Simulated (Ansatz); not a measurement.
**One shape, several levels: singlet C2H2F+**

Aim: a comparison of 6 runs (B2PLYP/STO-3G, PBE/STO-3G, r2SCAN/STO-3G, wB97M-V/STO-3G, RPA@PBE/STO-3G, CCSDT(Q)/STO-3G) of singlet C2H2F+. 

The results are computed with Ansatz 0.2.0.

52 further runs of the same task are left out: 1 that didn't finish, 51 set aside as unsound or not needed.

## Step 1: The structure to begin with

C2H2F+ has 5 atoms, charge +1, and is taken as a singlet. As SMILES of the parent species, `C=[C]F`. The coordinates come from a PBE0-D4/def2-TZVP relaxation. That shape belongs to the parent species and isn't relaxed for this state.

Bond lengths: C1–C2 1.309 Å, C2–F3 1.302 Å, C1–H4 1.087 Å, C1–H5 1.080 Å. Angles: C1–C2–F3 130.3°, C2–C1–H4 120.7°, C2–C1–H5 119.9°, H4–C1–H5 119.4°.

## Step 2: A single-point energy at B2PLYP/STO-3G (run 1)

input.yaml

```yaml
crystal:
  periodic: [false, false, false]
  atoms:
    - {symbol: C, position_ang: [0.488200, -0.200400, 0.008400]}
    - {symbol: C, position_ang: [-0.592700, 0.393700, 0.447100]}
    - {symbol: F, position_ang: [-1.725600, 0.629500, -0.148900]}
    - {symbol: H, position_ang: [0.534700, -0.590400, -1.005400]}
    - {symbol: H, position_ang: [1.345200, -0.306200, 0.657500]}
basis:
  gaussian: {orbitals: STO-3G}
hamiltonian: {xc: {name: B2PLYP}}
accuracy: high
correlation: {frozen_orbitals: {C: 1, F: 1, H: 0}}
total_charge: 1
```

The run is started by

```bash
ansatz run input.yaml --threads 1 --pin off --max-ram 2610MiB --events-out events.jsonl --progress --plain --runs-dir runs
```

Output:

```text
Warning: RAYON_NUM_THREADS=1 ignored (pool sized by the plan → 1); use --threads N
Functional definition: B2PLYP
  name "B2PLYP"
  parameter a = 0.53
  parameter c = 0.27
  exchange = (1 - a)*b88_x + a*exact_x
  correlation = (1 - c)*lyp_c + c*(mp2_os + mp2_ss)
294 factors; integrals over basis functions are off by at most 4.1e-8 eV
mean field evaluation 1: about -4735.8889 eV, gradient 2.9e1 eV
mean field evaluation 2: about -4735.8756 eV, gradient 2.9e1 eV
mean field evaluation 4: about -4738.6399 eV, gradient 3.5e0 eV
mean field evaluation 8: about -4738.6830 eV, gradient 5.9e-2 eV
mean field evaluation 16: about -4738.6831 eV, gradient 5.3e-6 eV
mean field -4738.68305442 eV, -174.1433902553 hartree, gradient 5.1e-8 eV, S^2 0.000000; 0 other end points of the search recorded, 0 dependent functions left out; unrestricted orbitals would lower it
3 core orbitals not correlated: weight in the atoms' cores, before any rotation towards them, 1.000 or more for the frozen orbitals, at most 0.000 for the correlated occupied ones
reference -4738.68306930 eV, -174.1433908021 hartree; 8, 8 occupied and 6, 6 virtual orbitals, 294 factors
second order -6.28680050 eV of doubles, -0.00000000 eV of singles
Total energy: -4740.38050544 eV, -174.2057704295 hartree
```

Run time: 0.5 s. Hardware: 1 thread of AMD EPYC 9R45 (Zen 5), shared host.

## Step 3: The energy at PBE/STO-3G (run 2)

molecule.yaml

```yaml
crystal:
  periodic: [false, false, false]
  atoms:
    - {symbol: C, position_ang: [0.488200, -0.200400, 0.008400]}
    - {symbol: C, position_ang: [-0.592700, 0.393700, 0.447100]}
    - {symbol: F, position_ang: [-1.725600, 0.629500, -0.148900]}
    - {symbol: H, position_ang: [0.534700, -0.590400, -1.005400]}
    - {symbol: H, position_ang: [1.345200, -0.306200, 0.657500]}
basis:
  gaussian: {orbitals: STO-3G}
total_charge: 1
hamiltonian: {xc: {name: PBE}}
accuracy: high
```

The run is started by

```bash
ansatz run molecule.yaml --threads 1 --pin off --max-ram 2610MiB --events-out events.jsonl --progress --plain --runs-dir runs
```

Output:

```text
Warning: RAYON_NUM_THREADS=1 ignored (pool sized by the plan → 1); use --threads N
Functional definition: PBE
  name "PBE"
  parameter kappa = 0.804
  parameter beta = 0.06672455060314922
  exchange = pbe_x(kappa = kappa, mu = beta*pi^2/3)
  correlation = pbe_c(beta = beta)
294 factors; integrals over basis functions are off by at most 4.1e-8 eV
mean field evaluation 1: about -4739.6423 eV, gradient 2.6e1 eV
mean field evaluation 2: about -4716.8000 eV, gradient 8.2e1 eV
mean field evaluation 4: about -4740.4462 eV, gradient 2.0e1 eV
mean field evaluation 8: about -4741.5221 eV, gradient 6.6e-2 eV
mean field evaluation 16: about -4741.5222 eV, gradient 8.6e-7 eV
mean field -4741.52215173 eV, -174.2477251569 hartree, gradient 1.7e-8 eV, S^2 0.000000; 0 other end points of the search recorded, 0 dependent functions left out
reference -4741.52215325 eV, -174.2477252126 hartree; 11, 11 occupied and 6, 6 virtual orbitals, 294 factors
Total energy: -4741.52215325 eV, -174.2477252126 hartree
```

It took 0.36 s on 1 thread of AMD EPYC 9R45 (Zen 5), shared host.

Runs 3 to 5 aren't shown in full; the table further down has their settings and results.

## Step 4: The energy at CCSDT(Q)/STO-3G (run 6)

molecule.yaml: that of step 3 with these lines changed.

```diff
@@ -9,5 +9,10 @@
 basis:
-  gaussian: {orbitals: STO-3G}
+  gaussian:
+    orbitals: STO-3G
 total_charge: 1
-hamiltonian: {xc: {name: PBE}}
+correlation:
+  method: ccsdt_q
+  frozen_orbitals: {C: 1, F: 1, H: 0}
 accuracy: high
+scf:
+  omitted_lower_state_checks: [cluster_reference, increment]
```

The run is started by

```bash
ansatz run molecule.yaml --threads 1 --pin off --max-ram 2610MiB --events-out events.jsonl --progress --plain --runs-dir runs
```

Output, cut to the lines that bear on the results:

```text
Warning: RAYON_NUM_THREADS=1 ignored (pool sized by the plan → 1); use --threads N
Functional definition: HF
  name "HF"
[...]
294 factors; integrals over basis functions are off by at most 4.1e-8 eV
[...]
mean field -4723.35172982 eV, -173.5799744681 hartree, gradient 2.8e-8 eV, S^2 0.000000; 0 other end points of the search recorded, 0 dependent functions left out; unrestricted orbitals would lower it
3 core orbitals not correlated: weight in the atoms' cores, before any rotation towards them, 1.000 or more for the frozen orbitals, at most 0.000 for the correlated occupied ones
reference -4723.35172982 eV, -173.5799744681 hartree; 8, 8 occupied and 6, 6 virtual orbitals, 294 factors
second order -4.30884078 eV of doubles, -0.00000000 eV of singles
cycle   1  -4.72314347 eV  change   -4.1e-1 eV  update   1.4e-1
[...]
cycle  35  -5.65832177 eV  change   8.6e-10 eV  update  4.2e-10
perturbative correction -0.02287668 eV, -0.0008407026 hartree
Total energy: -4729.03292827 eV, -173.7887546603 hartree
Checks for a lower state left out: cluster_reference, increment
```

Wall time 0.24 s (1 thread of AMD EPYC 9R45 (Zen 5), shared host).

## Step 5: Overview of the runs

| run | level | frozen core orbitals | energy (Eh) | wall time |
| --- | --- | --- | --- | --- |
| 1 | B2PLYP/STO-3G | 3 | -174.205770 | 0.5 s |
| 2 | PBE/STO-3G | – | -174.247725 | 0.36 s |
| 3 | r2SCAN/STO-3G | – | -174.368862 | 0.68 s |
| 4 | wB97M-V/STO-3G | – | -174.430391 | 4.8 s |
| 5 | RPA@PBE/STO-3G | 3 | -173.869226 | 0.46 s |
| 6 | CCSDT(Q)/STO-3G | 3 | -173.788755 | 0.24 s |

## Step 6: What came out

| quantity | value |
| --- | --- |
| run 6: total energy | -173.78875 Eh |
| run 6: correlation energy (3 core orbitals frozen) | -208.8 mEh |
| run 6: T1 diagnostic | 0.034 |

Totals of different functionals can't be ranked against each other. In runs 1, 5, 6 the log says that unrestricted orbitals would lower the reference, so the values rest on an unstable closed-shell determinant (other closed-shell runs at this shape may share the fault). In runs 1, 2, 3, 4, 5, 6 the basis is minimal, so the values are rough. All runs together took 7 s, the longest 4.8 s.
